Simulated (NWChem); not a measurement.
# C3H8O2 (dimethoxymethane) at 4 levels

We compute a comparison of 4 runs (CAM-B3LYP/cc-pVDZ, B2PLYP/cc-pVDZ, M06-2X/cc-pVDZ, wB97X/cc-pVDZ) of C3H8O2 (dimethoxymethane). 

Program for the calculation: NWChem 7.3.0.

## 1. Starting point

C3H8O2 has 13 atoms, charge 0, and is taken as a singlet. As SMILES, `COCOC`. The C3–H10 distance was set to 2.415 Å, away from the relaxed value. At this shape a bond of the SMILES string is far longer than usual.

Bond lengths: C1–O2 1.409 Å, O2–C3 1.392 Å, C3–O4 1.392 Å, O4–C5 1.409 Å, C1–H6 1.090 Å, C1–H7 1.098 Å, C1–H8 1.095 Å, C3–H9 1.098 Å, C5–H11 1.090 Å, C5–H12 1.098 Å, C5–H13 1.095 Å. Some angles: C1–O2–C3 113.2°, O2–C3–O4 113.9°, C3–O4–C5 113.2°, O2–C1–H6 107.2°, O2–C1–H7 110.9°, O2–C1–H8 111.8°, O2–C3–H9 110.9°, O4–C3–H9 105.4°, O4–C5–H11 107.2°, O4–C5–H12 110.9°.

## 2. The energy at CAM-B3LYP/cc-pVDZ (run 1)

run.nw reads:

```
echo
start run
title "C3H8O2 CAM-B3LYP"
memory stack 880 mb heap 220 mb global 1100 mb

geometry noautosym nocenter noautoz
 C       -2.278119      -1.190327       1.304081
 O       -0.991519      -0.656327       1.093981
 C       -0.442319      -1.015827      -0.133119
 O       -1.099619      -0.463327      -1.228319
 C       -0.957319       0.935673      -1.313319
 H       -2.593319      -0.886427       2.301881
 H       -2.261219      -2.287227       1.252481
 H       -2.997219      -0.817427       0.567981
 H       -0.491919      -2.102427      -0.280219
 H        1.856200      -0.280600      -0.049300
 H       -1.467919       1.256273      -2.220919
 H        0.101581       1.219373      -1.378919
 H       -1.401319       1.441573      -0.450219
end

basis "ao basis" spherical bse
 * library cc-pVDZ
end

dft
 xc xcamb88 1.00 lyp 0.81 vwn_5 0.19 hfexch 1.00
 cam 0.33 cam_alpha 0.19 cam_beta 0.46
 grid fine
 convergence energy 1e-08
 direct
 maxiter 100
 mulliken
 print low
end

task dft energy
```

Run with:

```sh
$ nwchem run.nw > run.out
```

Standard output:

```text
[...]
 d= 0,ls=0.0,diis     1   -269.1451921045 -4.65D+02  1.11D-02  9.66D-01     6.8
[...]
 d= 0,ls=0.0,diis    12   -269.2698472917 -2.97D-09  2.86D-07  1.14D-09    85.4
         Total DFT energy =     -269.269847291717
      One electron energy =     -752.873048398717
           Coulomb energy =      324.275348080968
    Exchange-Corr. energy =      -36.126120210807
 Nuclear repulsion energy =      195.453973236839
[...]
      Total Density - Mulliken Population Analysis
     ---------------------------------------------
    Atom       Charge   Shell Charges
 -----------   ------   -------------------------------------------------------
    1 C    6     5.90   2.01  0.66  0.35  2.07  0.71  0.09
    2 O    8     8.26   2.01  0.83  0.90  2.88  1.63  0.02
    3 C    6     5.79   2.01  0.70  0.41  1.84  0.66  0.16
    4 O    8     8.25   2.01  0.84  0.90  2.86  1.62  0.02
    5 C    6     5.88   2.01  0.66  0.34  2.08  0.70  0.09
    6 H    1     0.95   0.74  0.18  0.03
    7 H    1     0.98   0.75  0.21  0.03
    8 H    1     0.97   0.74  0.20  0.03
    9 H    1     0.96   0.75  0.19  0.02
   10 H    1     1.16   0.49  0.66  0.00
[...]
```

Wall time 86 s (1 thread of Intel Xeon 6975P-C (Granite Rapids), shared host); peak memory 0.12 GiB.

## 3. A single-point energy at B2PLYP/cc-pVDZ (run 2)

m1.nw reads:

```
start m1
title "C3H8O2"
memory total 2200 mb
geometry noautosym nocenter noautoz
  C       -2.278119      -1.190327       1.304081
  O       -0.991519      -0.656327       1.093981
  C       -0.442319      -1.015827      -0.133119
  O       -1.099619      -0.463327      -1.228319
  C       -0.957319       0.935673      -1.313319
  H       -2.593319      -0.886427       2.301881
  H       -2.261219      -2.287227       1.252481
  H       -2.997219      -0.817427       0.567981
  H       -0.491919      -2.102427      -0.280219
  H        1.856200      -0.280600      -0.049300
  H       -1.467919       1.256273      -2.220919
  H        0.101581       1.219373      -1.378919
  H       -1.401319       1.441573      -0.450219
end
basis spherical bse
  * library cc-pVDZ
end
dft
  xc hfexch 0.53 becke88 0.47 lyp 0.73 mp2 0.27
  dftmp2 semidirect
  grid fine
  convergence energy 1e-08
  maxiter 100
  mulliken
end
mp2
  freeze core 5
end
task dft energy
```

Run with:

```sh
$ nwchem m1.nw > m1.out
```

Standard output:

```text
[...]
          Wavefunction type:  closed shell.
          No. of atoms     :    13
          No. of electrons :    42
[...]
          Charge           :     0
          Spin multiplicity:     1
[...]
          AO basis - number of functions:   110
[...]
              XC Information
              --------------
                     Hartree-Fock (Exact) Exchange  0.530
                    Becke 1988 Exchange Functional  0.470
              Lee-Yang-Parr Correlation Functional  0.730
[...]
 d= 0,ls=0.0,diis     1   -268.7367139787 -4.64D+02  1.02D-02  7.89D-01     3.3
[...]
 d= 0,ls=0.0,diis    12   -268.8472611073 -1.08D-09  1.20D-07  4.04D-10    32.5
         Total DFT energy =     -268.847261107311
      One electron energy =     -752.676167836082
           Coulomb energy =      324.096254558383
    Exchange-Corr. energy =      -35.721321066452
 Nuclear repulsion energy =      195.453973236839
[...]
      Total Density - Mulliken Population Analysis
     ---------------------------------------------
    Atom       Charge   Shell Charges
 -----------   ------   -------------------------------------------------------
    1 C    6     5.87   2.01  0.67  0.35  2.02  0.72  0.10
    2 O    8     8.34   2.01  0.83  0.92  2.86  1.70  0.02
    3 C    6     5.71   2.01  0.71  0.40  1.78  0.65  0.16
    4 O    8     8.32   2.01  0.84  0.92  2.84  1.69  0.02
    5 C    6     5.85   2.01  0.67  0.35  2.03  0.70  0.09
    6 H    1     0.95   0.75  0.17  0.03
    7 H    1     0.98   0.76  0.19  0.03
    8 H    1     0.97   0.75  0.19  0.03
    9 H    1     0.95   0.75  0.17  0.03
   10 H    1     1.17   0.49  0.68  0.00
[...]
  Basis functions       =    110
[...]
```

It took 38 s on 1 thread of Intel Xeon 6975P-C (Granite Rapids), shared host; peak memory 0.43 GiB.

Run 3 isn't shown in full; the table further down has it.

## 4. The energy at wB97X/cc-pVDZ (run 4)

mymol.nw reads:

```
start mymol
title "C3H8O2 energy"
memory stack 880 mb heap 220 mb global 1100 mb
geometry units bohr noautosym nocenter noautoz
 C  -4.30502099 -2.24939203  2.46435593
 O  -1.87369936 -1.24027828  2.06732448
 C  -0.83586177 -1.91963482 -0.25155845
 O  -2.07797875 -0.87556114 -2.32118650
 C  -1.80907072  1.76816571 -2.48181322
 H  -4.90066266 -1.67510426  4.34992466
 H  -4.27308462 -4.32223261  2.36684607
 H  -5.66392305 -1.54471316  1.07332853
 H  -0.92959219 -3.97301123 -0.52953716
 H   3.50770963 -0.53025715 -0.09316350
 H  -2.77396488  2.37401191 -4.19692865
 H   0.19196027  2.30428101 -2.60577926
 H  -2.64810912  2.72417816 -0.85079061
end
basis spherical bse
 C library cc-pVDZ
 O library cc-pVDZ
 H library cc-pVDZ
end
dft
 xc wb97x
 grid fine
 convergence energy 1e-08
 iterations 100
 mulliken
 print medium
end
task dft
```

Run with:

```sh
$ nwchem mymol.nw > mymol.out
```

Standard output:

```text
[...]
          Wavefunction type:  closed shell.
          No. of atoms     :    13
          No. of electrons :    42
[...]
          Charge           :     0
          Spin multiplicity:     1
[...]
          AO basis - number of functions:   110
[...]
              XC Information
              --------------
                       wb97x  Method XC Functional
                     Hartree-Fock (Exact) Exchange  1.000
                         wb97x Exchange Functional  1.000
                      wb97x Correlation Functional  1.000
[...]
 d= 0,ls=0.0,diis     1   -269.2004349744 -4.65D+02  8.98D-03  8.89D-01     7.1
[...]
 d= 0,ls=0.0,diis    12   -269.3190385293 -9.56D-10  3.17D-07  6.74D-10    92.0
         Total DFT energy =     -269.319038529331
      One electron energy =     -752.779225316080
           Coulomb energy =      324.177217691899
    Exchange-Corr. energy =      -36.170990136112
 Nuclear repulsion energy =      195.453959230961
[...]
      Total Density - Mulliken Population Analysis
     ---------------------------------------------
    Atom       Charge   Shell Charges
 -----------   ------   -------------------------------------------------------
    1 C    6     5.92   2.01  0.66  0.37  2.05  0.74  0.09
    2 O    8     8.28   2.01  0.83  0.90  2.86  1.66  0.02
    3 C    6     5.78   2.01  0.71  0.42  1.82  0.67  0.16
    4 O    8     8.26   2.01  0.84  0.90  2.85  1.65  0.02
    5 C    6     5.90   2.01  0.66  0.36  2.06  0.72  0.09
    6 H    1     0.94   0.75  0.17  0.03
    7 H    1     0.97   0.75  0.19  0.03
    8 H    1     0.97   0.75  0.19  0.03
    9 H    1     0.95   0.75  0.17  0.02
   10 H    1     1.16   0.49  0.66  0.00
[...]
```

Run time: 93 s. Hardware: 1 thread of Intel Xeon 6975P-C (Granite Rapids), shared host; peak memory 0.12 GiB.

## 5. Overview of the runs

```tsv
run	level	frozen core orbitals	energy (Eh)	wall time
1	CAM-B3LYP/cc-pVDZ	–	-269.269847	86 s
2	B2PLYP/cc-pVDZ	5	-269.126399	38 s
3	M06-2X/cc-pVDZ	–	-269.275948	40 s
4	wB97X/cc-pVDZ	–	-269.319039	93 s
```

## 6. Results

| quantity | value |
| --- | --- |
| run 4: total energy | -269.31904 Eh |
| run 4: dipole moment | 2.97 D |
| run 4: HOMO energy | -8.66 eV |
| run 4: LUMO energy | -0.53 eV |
| run 4: HOMO–LUMO gap | 8.13 eV |

In words: Over runs 2, 3, 4 the dipole moment (its size) runs from 2.78 D (M06-2X/cc-pVDZ) to 3.04 D (B2PLYP/cc-pVDZ). A double hybrid's value is that of its SCF part. Over runs 2, 3, 4 the HOMO–LUMO gap runs from 5.72 eV (M06-2X/cc-pVDZ) to 8.13 eV (wB97X/cc-pVDZ). Totals of different functionals can't be ranked against each other. In runs 1, 2, 3, 4 a closed-shell determinant meets a far-stretched bond, which it describes badly. All runs together took 4.3 min, the longest 93 s.
